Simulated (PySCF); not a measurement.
Dipole moment and polarisability across levels of theory

Species: PH3O.
Structure used (PBE0-D3(BJ)/def2-SVP), in Å, numbered top down from 1:
```xyz
5
H3OP angstrom
O      1.244   -0.718    0.678
P      0.082   -0.044    0.036
H     -0.909    0.528    0.891
H      0.349    1.068   -0.818
H     -0.748   -0.827   -0.822
```

PySCF, dipoles from the SCF density, polarisabilities from static response with core orbitals frozen. Geometry: PBE0-D3(BJ)/def2-SVP; no solvent, vibrations or thermal averaging.

Reference dipole: 3.770 D (computed, CCSD(T)/CBS, all electrons, equilibrium geometry, gas; Hait, Head-Gordon, J. Chem. Theory Comput. 14 (2018) 1969). Reference polarisability: 4.367 Å³ (computed, CCSD(T)/CBS, static electronic, isotropic average, equilibrium geometry, gas; Hait, Head-Gordon, Phys. Chem. Chem. Phys. 20 (2018) 19800). The anisotropy is √(½[(α1 − α2)² + (α2 − α3)² + (α3 − α1)²]).

```tsv
level	μ (D)	error (%)	α (Å³)	error (%)	anisotropy (Å³)
LDA/def2-SVPD	3.653	-3.1	4.73	+8.3	0.92
PBE/def2-SVPD	3.530	-6.4	4.66	+6.6	0.93
B3LYP/def2-SVPD	3.769	0.0	4.50	+3.1	0.84
PBE0/def2-SVPD	3.777	+0.2	4.45	+1.8	0.81
BHandHLYP/def2-SVPD	4.025	+6.8	4.29	-1.8	0.72
CAM-B3LYP/def2-SVPD	3.920	+4.0	4.44	+1.6	0.80
wB97X-D/def2-SVPD	3.853	+2.2	4.41	+1.1	0.79
LC-wPBE/def2-SVPD	3.948	+4.7	4.35	-0.5	0.77
HF/def2-SVPD	4.298	+14.0	4.06	-7.1	0.55
PBE0/6-31G*	3.609	-4.3	3.28	-24.9	0.72
PBE0/6-31+G*	3.973	+5.4	3.78	-13.4	1.10
PBE0/def2-SVP	3.601	-4.5	3.51	-19.7	0.70
PBE0/aug-cc-pVDZ	3.703	-1.8	4.49	+2.8	0.87
PBE0/def2-TZVP	3.636	-3.6	3.94	-9.7	0.79
PBE0/def2-TZVPD	3.662	-2.9	4.48	+2.7	0.79
PBE0/aug-cc-pVTZ	3.692	-2.1	4.53	+3.7	0.81
```

For the dipole, the smallest error is 0.0% (B3LYP/def2-SVPD) and the largest 14.0% (HF/def2-SVPD). For the polarisability, the smallest error is 0.5% (LC-wPBE/def2-SVPD) and the largest 24.9% (PBE0/6-31G*). The dipole runs from 3.53 D (PBE/def2-SVPD) to 4.30 D (HF/def2-SVPD). In one basis (def2-SVPD) the functionals order the polarisability from HF (lowest) to LDA (highest), a spread of 17%. With PBE0 the polarisability is 3.58 Å³ without diffuse functions (mean of 6-31G*, def2-SVP and def2-TZVP) and 4.35 Å³ with them (mean of 6-31+G*, def2-SVPD, aug-cc-pVDZ, def2-TZVPD and aug-cc-pVTZ).
